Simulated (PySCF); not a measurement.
# Atomic charges by several schemes

Phosphanide, PH₂ (charge -1).
Z-matrix (Å and degrees, PBE0-D3(BJ)/def2-SVP geometry), rows numbered from 1:
```
P 
H   1  1.4502
H   1  1.4506  2   90.60
```

Density: PBE0/pcSseg-1 (PySCF); schemes: Mulliken, IAO, Hirshfeld and ESP-fitted. Geometry: PBE0-D3(BJ)/def2-SVP; no solvent, vibrations or thermal averaging. The pcSseg-1 basis has no diffuse functions, a weakness for an anion. The HOMO energy is positive at this level (+1.66 eV), so the outermost electrons may be held by the finite basis alone.

Do the Mulliken, IAO, Hirshfeld and ESP-fitted schemes agree on where the charge is lowest?

All schemes agree: Mulliken P1 (-0.757); IAO P1 (-0.817); Hirshfeld P1 (-0.722); ESP-fitted P1 (-1.041).

At which atom do the 4 schemes differ most?

At P1: from -1.041 (ESP-fitted) to -0.722 e (Hirshfeld), 0.319 e apart.

Give the atomic charges in each scheme.

In e:

| atom | environment | Mulliken | IAO | Hirshfeld | ESP-fitted |
| --- | --- | --- | --- | --- | --- |
| P1 | phosphorus bonded to 2 H | -0.757 | -0.817 | -0.722 | -1.041 |
| H2 | P–H hydrogen | -0.121 | -0.091 | -0.139 | +0.021 |
| H3 | P–H hydrogen | -0.121 | -0.091 | -0.139 | +0.020 |

Mean size of the charges over all atoms: ESP-fitted 0.361 e, Hirshfeld 0.333 e, Mulliken 0.333 e, IAO 0.333 e. Each set sums to the total charge, -1, to within 0.001 e. The IAO scheme projects the occupied orbitals on a minimal set of polarised atomic orbitals and counts the electrons in each atom's part of it. The Mulliken scheme gives each basis function's population to the atom it is centred on and halves the overlap population of two atoms between them.

How many electrons does the IAO scheme count on P1?

Z − q = 15 − (-0.817) = 15.817.

Sum the charges by element, for elements with more than one atom.

| element | atoms | Mulliken | IAO | Hirshfeld | ESP-fitted |
| --- | --- | --- | --- | --- | --- |
| H | 2 | -0.242 | -0.183 | -0.278 | +0.041 |
